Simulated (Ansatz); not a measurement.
Scan of [H···H···CH₃], doublet

Starting geometry:

```tsv
atom	x (Å)	y (Å)	z (Å)
H	-1.8667	0.0000	0.0000
H	-1.1217	0.0000	0.0000
C	0.2003	0.0000	0.0000
H	0.2003	-1.0800	0.0000
H	0.2003	0.5400	0.9353
H	0.2003	0.5400	-0.9353
```

From there H2 is moved from one fragment to the other while all else, the fragments' distance too, stays fixed; atoms are numbered as listed. Energies are in eV, counted from the starting geometry at the same level.

Basis cc-pVDZ; Ansatz 0.2.0. Correlated methods freeze the noble-gas cores. Prefix R: restricted or restricted open-shell reference; prefix U: unrestricted.

Full CI isn't at hand for all of this; UCCSDT(Q) serves as the reference, and is uncertain by about the last step of the cluster series.

| distance H1-H2 (Å) | UHF |
| --- | --- |
| 0.693 | 0.034 |
| 0.745 | 0.000 |
| 0.778 | 0.014 |
| 0.811 | 0.044 |
| 0.844 | 0.082 |
| 0.878 | 0.126 |
| 0.911 | 0.173 |
| 0.944 | 0.225 |
| 0.977 | 0.289 |

Q: Estimate the UCCSDT(Q) curve in cc-pVDZ from this one, knowing how UHF errs.

A: The computed UCCSDT(Q) values, in eV from the starting point, and the error of UHF against them:
```tsv
distance H1-H2 (Å)	UCCSDT(Q)	UHF less UCCSDT(Q)
0.693	0.093	-0.059
0.745	0.000	0.000
0.778	-0.019	0.033
0.811	-0.017	0.061
0.844	0.000	0.082
0.878	0.032	0.094
0.911	0.075	0.097
0.944	0.134	0.091
0.977	0.213	0.076
```

The error spans 0.157 eV and is largest, 0.097 eV, at 0.911 Å.
